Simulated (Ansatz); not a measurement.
**One shape, several levels: doublet [HNO2]+**

Wanted: a comparison of 6 runs (U-r2SCAN/STO-3G, UB2PLYP/STO-3G, UB3LYP/STO-3G, UBHLYP/STO-3G, UHSE06/STO-3G, UCCSD/STO-3G) of doublet [HNO2]+. 

The results are computed with Ansatz 0.2.0.

61 further runs of the same task are left out: 1 that didn't finish, 60 set aside as unsound or not needed.

### Step 1. The structure to begin with

[HNO2]+: 4 atoms, total charge +1, spin state doublet. As SMILES of the parent species, `O=NO`. The shape is that of a PBE0-D4/def2-TZVP optimisation. That shape belongs to the parent species and isn't relaxed for this state.

Bond lengths: O1–N2 1.162 Å, N2–O3 1.397 Å, O3–H4 0.967 Å. Angles: O1–N2–O3 111.2°, N2–O3–H4 102.9°.

### Step 2. The energy at U-r2SCAN/STO-3G (run 1)

File molecule.yaml:

```yaml
crystal:
  periodic: [false, false, false]
  atoms:
    - {symbol: O, position_ang: [0.413650, 0.047230, 1.437260]}
    - {symbol: N, position_ang: [0.320150, -0.419400, 0.377370]}
    - {symbol: O, position_ang: [-0.362650, 0.434660, -0.492650]}
    - {symbol: H, position_ang: [-0.371140, -0.062490, -1.321980]}
basis:
  gaussian: {orbitals: STO-3G}
total_charge: 1
magnetization: {spin_polarized: true, initial_magnetization: 1}
hamiltonian: {xc: {name: r2SCAN}}
accuracy: high
```

Launch:

```
$ ansatz run molecule.yaml --threads 1 --pin off --max-ram 3480MiB --events-out events.jsonl --progress --plain --runs-dir runs
```

Log:

```text
Warning: RAYON_NUM_THREADS=1 ignored (pool sized by the plan → 1); use --threads N
Functional definition: r2SCAN
  name "r2SCAN"
  parameter k0 = 0.174
  parameter k1 = 0.065
  parameter a1 = 4.9479
  exchange = r2scan_x(k0 = k0, k1 = k1, a1 = a1)
  correlation = r2scan_c
275 factors; integrals over basis functions are off by at most 2.3e-8 eV
mean field evaluation 1: about -5509.3209 eV, gradient 1.5e1 eV
mean field evaluation 2: about -5489.1590 eV, gradient 6.3e1 eV
mean field evaluation 4: about -5510.6326 eV, gradient 3.9e0 eV
mean field evaluation 8: about -5510.6618 eV, gradient 6.3e-2 eV
mean field evaluation 16: about -5510.6618 eV, gradient 6.8e-6 eV
mean field -5510.66180337 eV, -202.5130860130 hartree, gradient 4.3e-8 eV, S^2 0.755639; 0 other end points of the search recorded, 0 dependent functions left out
reference -5510.66180379 eV, -202.5130860286 hartree; 12, 11 occupied and 4, 5 virtual orbitals, 275 factors
Total energy: -5510.66180379 eV, -202.5130860286 hartree
```

Wall time 1.7 s (1 thread of Intel Xeon 6975P-C (Granite Rapids), shared host); peak memory 0.2 GiB.

### Step 3. A single-point energy at UB2PLYP/STO-3G (run 2)

File run.yaml:

```yaml
crystal:
  periodic: [false, false, false]
  atoms:
    - {symbol: O, position_ang: [0.413650, 0.047230, 1.437260]}
    - {symbol: "N", position_ang: [0.320150, -0.419400, 0.377370]}
    - {symbol: O, position_ang: [-0.362650, 0.434660, -0.492650]}
    - {symbol: H, position_ang: [-0.371140, -0.062490, -1.321980]}
basis:
  gaussian:
    orbitals: STO-3G
total_charge: 1
magnetization:
  spin_polarized: true
  initial_magnetization: 1
hamiltonian:
  xc: {name: B2PLYP}
correlation:
  frozen_orbitals: {H: 0, "N": 1, O: 1}
accuracy: high
```

Launch:

```
$ ansatz run run.yaml --threads 1 --pin off --max-ram 3480MiB --events-out events.jsonl --progress --plain --runs-dir runs
```

Log:

```text
Warning: RAYON_NUM_THREADS=1 ignored (pool sized by the plan → 1); use --threads N
Functional definition: B2PLYP
  name "B2PLYP"
  parameter a = 0.53
  parameter c = 0.27
  exchange = (1 - a)*b88_x + a*exact_x
  correlation = (1 - c)*lyp_c + c*(mp2_os + mp2_ss)
275 factors; integrals over basis functions are off by at most 2.3e-8 eV
mean field evaluation 1: about -5500.8548 eV, gradient 2.0e1 eV
mean field evaluation 2: about -5500.8952 eV, gradient 2.0e1 eV
mean field evaluation 4: about -5503.1974 eV, gradient 1.3e0 eV
mean field evaluation 8: about -5503.2363 eV, gradient 1.3e-1 eV
mean field evaluation 16: about -5503.2372 eV, gradient 9.8e-4 eV
mean field evaluation 32: about -5501.9700 eV, gradient 6.2e0 eV
mean field -5503.23720529 eV, -202.2402370661 hartree, gradient 5.4e-8 eV, S^2 0.779012; 2 other end points of the search recorded, 0 dependent functions left out
3 core orbitals not correlated: weight in the atoms' cores, before any rotation towards them, 1.000 or more for the frozen orbitals, at most 0.000 for the correlated occupied ones
reference -5503.23721788 eV, -202.2402375290 hartree; 9, 8 occupied and 4, 5 virtual orbitals, 275 factors
second order -7.41804040 eV of doubles, -0.00000000 eV of singles
Total energy: -5505.24008879 eV, -202.3138416774 hartree
```

It took 1 s on 1 thread of Intel Xeon 6975P-C (Granite Rapids), shared host; peak memory 0.12 GiB.

Runs 3 to 5 aren't shown in full; the table further down has their settings and results.

### Step 4. The energy at UCCSD/STO-3G (run 6)

File in.yaml:

```yaml
crystal:
  periodic: [false, false, false]
  atoms:
    - {symbol: O, position_ang: [0.413650, 0.047230, 1.437260]}
    - {symbol: "N", position_ang: [0.320150, -0.419400, 0.377370]}
    - {symbol: O, position_ang: [-0.362650, 0.434660, -0.492650]}
    - {symbol: H, position_ang: [-0.371140, -0.062490, -1.321980]}
basis:
  gaussian:
    orbitals: STO-3G
total_charge: 1
magnetization:
  spin_polarized: true
  initial_magnetization: 1
correlation:
  method: ccsd
  frozen_orbitals: {H: 0, "N": 1, O: 1}
accuracy: high
scf:
  omitted_lower_state_checks: [cluster_reference, increment]
```

Launch:

```
$ ansatz run in.yaml --threads 1 --pin off --max-ram 3480MiB --events-out events.jsonl --progress --plain --runs-dir runs
```

Log:

```text
Warning: RAYON_NUM_THREADS=1 ignored (pool sized by the plan → 1); use --threads N
[... 14 lines left out ...]
3 core orbitals not correlated: weight in the atoms' cores, before any rotation towards them, 1.000 or more for the frozen orbitals, at most 0.000 for the correlated occupied ones
[... 33 lines left out ...]
Total energy: -5491.79565724 eV, -201.8197679307 hartree
Checks for a lower state left out: cluster_reference, increment
```

Run time: 0.32 s. Hardware: 1 thread of Intel Xeon 6975P-C (Granite Rapids), shared host.

### Step 5. The series

```csv
run,level,frozen core orbitals,energy (Eh),⟨S²⟩,wall time
1,U-r2SCAN/STO-3G,–,-202.513086,0.756,1.7 s
2,UB2PLYP/STO-3G,3,-202.313842,0.779,1 s
3,UB3LYP/STO-3G,–,-202.550350,0.757,0.82 s
4,UBHLYP/STO-3G,–,-202.462790,0.773,0.88 s
5,UHSE06/STO-3G,–,-202.374685,0.759,0.9 s
6,UCCSD/STO-3G,3,-201.819768,0.931,0.32 s
```

### Step 6. Summary of results

| quantity | value |
| --- | --- |
| run 6: total energy | -201.81977 Eh |
| run 6: correlation energy (3 core orbitals frozen) | -203.6 mEh |
| run 6: ⟨S²⟩ of the reference determinant | 0.931 |
| run 6: T1 diagnostic | 0.054 |

In words: Totals of different functionals can't be ranked against each other. In runs 1, 2, 3, 4, 5, 6 the basis is minimal, so the values are rough. Spin contamination of the reference: run 6 ⟨S²⟩ = 0.93. All runs together took 5.6 s, the longest 1.7 s.
